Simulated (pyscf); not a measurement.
HO–SiH₃ + H₃Si–SH -> H₃Si–S–SiH₃ + H₂O (four-centre exchange; singlet surface; O–Si, H–S broken, S–Si, H–O formed). Single points on ωB97X-D3(BJ)/def2-SVP structures (PySCF, gas phase). Energies in kcal/mol from the separated reactants.

| level | barrier | reaction energy |
|---|---|---|
| ωB97X-D3(BJ)/def2-TZVP | 25.1 | +2.8 |
| r²SCAN/def2-TZVP | 24.3 | +6.0 |
| PBE0-D3(BJ)/def2-TZVP | 22.5 | +3.6 |
| M06-2X/def2-TZVP | 26.8 | +7.0 |
| ωB97M-D3(BJ)/def2-TZVP | 26.8 | +6.4 |
| HF/def2-TZVP | 46.0 | +10.9 |

The functionals in the table span 4.4 kcal/mol in this barrier, from PBE0-D3(BJ) to ωB97M-D3(BJ). On the reactant side the descent ends in a complex (not fully relaxed), 4.6 kcal/mol under the separated species and 29.7 kcal/mol under the saddle at ωB97X-D3(BJ)/def2-TZVP. This is the saddle that the search found; another between the same sides may lie lower.
